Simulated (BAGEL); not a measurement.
# HF/aug-cc-pVDZ (density fitting with qzvpp-jkfit) run of C2H2ClF (1-chloro-2-fluoroethene)

What is the energy change on altering one bond length of C2H2ClF (1-chloro-2-fluoroethene) at HF/aug-cc-pVDZ (density fitting with qzvpp-jkfit)? 

Program for the calculation: BAGEL 1.2.2.

### Step 1. Starting point

C2H2ClF: 6 atoms, total charge 0, spin state singlet. SMILES: `F/C=C/Cl`. The coordinates come from a GFN2-xTB relaxation.

Bond lengths: F1–C2 1.338 Å, C2–C3 1.322 Å, C3–Cl4 1.709 Å, C2–H5 1.079 Å, C3–H6 1.079 Å. Angles: F1–C2–C3 120.6°, C2–C3–Cl4 121.6°, F1–C2–H5 112.9°, C3–C2–H5 126.5°, C2–C3–H6 122.8°, Cl4–C3–H6 115.6°.

### Step 2. A single-point energy at HF/aug-cc-pVDZ (density fitting with qzvpp-jkfit)

Input file input.json:

```json
{ "bagel": [

{
  "title": "molecule",
  "basis": "aug-cc-pvdz.json",
  "df_basis": "qzvpp-jkfit",
  "angstrom": "true",
  "geometry": [
    { "atom": "F", "xyz": [    1.746810,   -0.161080,    0.474120 ] },
    { "atom": "C", "xyz": [    0.616750,   -0.186650,   -0.242630 ] },
    { "atom": "C", "xyz": [   -0.530040,    0.188270,    0.297240 ] },
    { "atom": "Cl", "xyz": [   -1.988630,    0.166630,   -0.593510 ] },
    { "atom": "H", "xyz": [    0.768360,   -0.532950,   -1.253600 ] },
    { "atom": "H", "xyz": [   -0.613250,    0.525780,    1.318380 ] }
  ]
},
{ "title": "hf" },
{ "title": "print", "file": "orbitals.molden", "orbitals": "true" }

]}
```

The basis set aug-cc-pVDZ is read from a file made from the Basis Set Exchange's data (not shown).

Run with:

```bash
$ BAGEL_NUM_THREADS=1 BAGEL input.json > input.out
```

Log:

```text
* using 1 threads per process

  ===============================================================
  ===============================================================

  *** Geometry ***

  { "atom" : "F", "xyz" : [      3.300992,     -0.304397,      0.895957 ] },
  { "atom" : "C", "xyz" : [      1.165489,     -0.352717,     -0.458504 ] },
  { "atom" : "C", "xyz" : [     -1.001630,      0.355779,      0.561702 ] },
  { "atom" : "Cl", "xyz" : [     -3.757966,      0.314885,     -1.121571 ] },
  { "atom" : "H", "xyz" : [      1.451990,     -1.007130,     -2.368961 ] },
  { "atom" : "H", "xyz" : [     -1.158875,      0.993580,      2.491377 ] },

  Number of auxiliary basis functions:      391

  Since a DF basis is specified, we compute 2- and 3-index integrals:
    o Being stored without compression. Storage requirement is 0.041 GB

  Number of basis functions:      114
  Number of electrons      :       40

    * METHOD: MOLECULE                             0.19

  *** RHF ***

  === Nuclear Repulsion ===
   140.9111632694

      * DIIS with orbital gradients will be used.

  === RHF iteration (aug-cc-pvdz.json) ===
      0       -635.67023528          0.01138770           0.06
      1       -635.78874561          0.00696458           0.06
      2       -635.82265123          0.00141822           0.06
      3       -635.82443531          0.00050170           0.06
      4       -635.82459997          0.00009951           0.06
      5       -635.82461187          0.00004521           0.06
      6       -635.82461391          0.00001740           0.06
      7       -635.82461429          0.00000417           0.06
      8       -635.82461431          0.00000182           0.06
      9       -635.82461432          0.00000061           0.06
     10       -635.82461432          0.00000025           0.06
     11       -635.82461432          0.00000009           0.06
     12       -635.82461432          0.00000005           0.06
     13       -635.82461432          0.00000002           0.06
     14       -635.82461432          0.00000001           0.06
    * SCF iteration converged.

    * Permanent dipole moment:
           (   -0.010363,     0.023936,     0.069785) a.u.

    * METHOD: HF                                   1.08

    * METHOD: PRINT                                0.03

  ===============================================================
```

Wall time 1.4 s (1 thread of Arm Neoverse V1, shared host); peak memory 0.13 GiB.

### Step 3. The distorted shape at the same level

Input file input.json:

```json
{ "bagel": [

{
  "title": "molecule",
  "basis": "aug-cc-pvdz.json",
  "df_basis": "qzvpp-jkfit",
  "angstrom": true,
  "geometry": [
    { "atom": "F", "xyz": [       3.497156,      -0.135111,       1.543043 ] },
    { "atom": "C", "xyz": [       2.367096,      -0.160681,       0.826293 ] },
    { "atom": "C", "xyz": [       1.220306,       0.214239,       1.366163 ] },
    { "atom": "Cl", "xyz": [      -1.988630,       0.166630,      -0.593510 ] },
    { "atom": "H", "xyz": [       2.518706,      -0.506981,      -0.184677 ] },
    { "atom": "H", "xyz": [       1.137096,       0.551749,       2.387303 ] }
  ]
},

{
  "title": "hf"
},

{
  "title": "print",
  "file": "orbitals.molden",
  "orbitals": true
}

]}
```

The basis set aug-cc-pVDZ is read from a file made from the Basis Set Exchange's data (not shown).

Run with:

```bash
$ BAGEL_NUM_THREADS=1 BAGEL input.json > input.out
```

Log:

```text
* using 1 threads per process

  ===============================================================
  ===============================================================

  *** Geometry ***

  { "atom" : "F", "xyz" : [      6.608667,     -0.255323,      2.915929 ] },
  { "atom" : "C", "xyz" : [      4.473163,     -0.303643,      1.561467 ] },
  { "atom" : "C", "xyz" : [      2.306044,      0.404853,      2.581674 ] },
  { "atom" : "Cl", "xyz" : [     -3.757966,      0.314885,     -1.121571 ] },
  { "atom" : "H", "xyz" : [      4.759665,     -0.958055,     -0.348989 ] },
  { "atom" : "H", "xyz" : [      2.148800,      1.042654,      4.511349 ] },

  Number of auxiliary basis functions:      391

  Since a DF basis is specified, we compute 2- and 3-index integrals:
    o Being stored without compression. Storage requirement is 0.041 GB

  Number of basis functions:      114
  Number of electrons      :       40

    * METHOD: MOLECULE                             0.18

  *** RHF ***

  === Nuclear Repulsion ===
   105.2408051158

      * DIIS with orbital gradients will be used.

  === RHF iteration (aug-cc-pvdz.json) ===
      0       -635.32958955          0.01387988           0.06
      1       -634.99928414          0.02357034           0.06
      2       -635.56112115          0.00555960           0.06
      3       -635.58573709          0.00166395           0.06
      4       -635.58849829          0.00058686           0.06
      5       -635.58895095          0.00020997           0.06
      6       -635.58900670          0.00010508           0.06
      7       -635.58901813          0.00001927           0.06
      8       -635.58901904          0.00001184           0.06
      9       -635.58901943          0.00000622           0.06
     10       -635.58901968          0.00000448           0.06
     11       -635.58901986          0.00000328           0.06
     12       -635.58901999          0.00000222           0.06
     13       -635.58902004          0.00000101           0.06
     14       -635.58902005          0.00000060           0.06
     15       -635.58902005          0.00000023           0.06
     16       -635.58902005          0.00000010           0.06
     17       -635.58902005          0.00000004           0.06
     18       -635.58902005          0.00000002           0.06
     19       -635.58902005          0.00000001           0.06
     20       -635.58902005          0.00000001           0.06
    * SCF iteration converged.

    * Permanent dipole moment:
           (   -2.927118,     0.100117,    -1.333591) a.u.

    * METHOD: HF                                   1.45

    * METHOD: PRINT                                0.03

  ===============================================================
```

It took 1.8 s on 1 thread of Arm Neoverse V1, shared host; peak memory 0.13 GiB.

### Step 4. Results

At HF/aug-cc-pVDZ (density fitting with qzvpp-jkfit):

| quantity | value |
| --- | --- |
| first shape: total energy | -635.82461 Eh |
| first shape: dipole moment | 0.19 D |
| first shape: HOMO energy | -10.23 eV |
| first shape: LUMO energy | 1.08 eV |
| first shape: HOMO–LUMO gap | 11.31 eV |
| distorted shape: total energy | -635.58902 Eh |
| distorted shape: dipole moment | 8.18 D |
| distorted shape: HOMO energy | -9.38 eV |
| distorted shape: LUMO energy | -3.89 eV |
| distorted shape: HOMO–LUMO gap | 5.49 eV |
| energy change with the C3–Cl4 bond stretched from 1.709 to 3.760 Å | 6.411 eV |

One bond (distorted shape) is far stretched, which a spin-restricted single reference describes badly; a broken-symmetry solution may lie lower. With the C3–Cl4 bond stretched from 1.709 to 3.760 Å the energy rises by 6.41 eV (148 kcal/mol). The first shape isn't relaxed at this level, so the change isn't measured from a minimum. A restricted reference can't describe the breaking bond well at this length.
